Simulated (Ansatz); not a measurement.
**Si2 (singlet): the correlation ladder, aug-cc-pVTZ**

An exercise on one series of results from a longer session: the logs are not shown, and one member is left open.

Program: Ansatz 0.2.0, Gaussian basis. Level of theory: aug-cc-pVTZ, core rule «outside noble gas», up to 10 orbitals frozen. These are calculated values, not measurements.

The runs, in order: UHF; CCSD(T) on RHF; CCSD(T) on UHF; BCCD(T) on RHF; CCSDT(Q) on RHF; CCSDT(Q) on UHF; CASSCF and MRCISD+Q, 8 electrons in 8 orbitals; CASSCF and MRCISD+Q(relaxed), 8 electrons in 8 orbitals; CASSCF and NEVPT2, 8 electrons in 8 orbitals.

5 further runs of the same task are left out: 5 set aside as unsound or not needed.

**What is computed**

The geometry is a PBE0/def2-TZVPD stationary point (not a proven minimum) of the parent state, kept for this charge and spin.

2 atoms, charge 0, spin multiplicity 1.

Atoms are counted from 1 here; the program's logs count them from 0.

Bond lengths: Si1–Si2 2.172 Å.

Set-up of the first run:

File in.yaml:

```yaml
crystal:
  periodic: [false, false, false]
  atoms:
    - {symbol: Si, position_ang: [0.000000, 0.000000, 0.000000]}
    - {symbol: Si, position_ang: [0.000000, 0.000000, 2.171800]}
basis:
  gaussian: {orbitals: aug-cc-pVTZ}
magnetization: {spin_polarized: true, initial_magnetization: 0}
hamiltonian: {xc: hf}
output: {orbitals: {seedname: orbitals}}
```

The run is started by

```sh
ansatz run in.yaml --threads 1 --pin off --events-out ev --progress --plain --max-ram 4096MiB --backend cpu
```

Steps of the session up to this table: UHF; CCSD(T) on RHF; CCSD(T) on UHF; BCCD(T) on RHF; CCSDT(Q) on RHF; CCSDT(Q) on UHF; CASSCF and MRCISD+Q, 8 electrons in 8 orbitals; CASSCF and MRCISD+Q(relaxed), 8 electrons in 8 orbitals; CASSCF and NEVPT2, 8 electrons in 8 orbitals.

One table of the session follows, with a row left open; its other results are not shown here.

| method | from RCCSDT(Q) (meV) |
| --- | --- |
| RHF | +6202.6 |
| UHF | +5253.7 |
| RMP2 | ? |
| UMP2 | +955.5 |
| RCCSD | +499.9 |
| UCCSD | +64.5 |
| RCCSD(T) | +150.1 |
| UCCSD(T) | -258.1 |
| BCCD(T) | +150.3 |
| RCCSDT | +73.3 |
| UCCSDT | -414.3 |
| RCCSDT(Q) | 0 |
| UCCSDT(Q) | -505.7 |
| CASSCF valence | +4101.0 |
| NEVPT2 valence | +1256.4 |
| MRCISD valence | +519.2 |
| MRCISD+Q valence | +170.3 |
| MRCISD+Q(relaxed) valence | +79.4 |

**Question.** Estimate the row for RMP2.

As computed: from RCCSDT(Q) (meV): +1465.0. In the column «from RCCSDT(Q) (meV)» it lies between NEVPT2 valence (+1256.4) and CASSCF valence (+4101.0).

Caveats from the session: The determinant is far from a pure spin state, so its energy mixes those of several spin states (harmless only where they are near-degenerate, as at dissociation). The program flags UCCSD(T), UCCSDT(Q) as in doubt, so those rows may rest on another solution; read them beside their warnings. Warnings: restricted reference is unstable; spin contamination. Restricted and unrestricted rows rest on different reference determinants; where their highest levels disagree by more than a few hundredths of an eV, they describe different states and don't form one ladder.
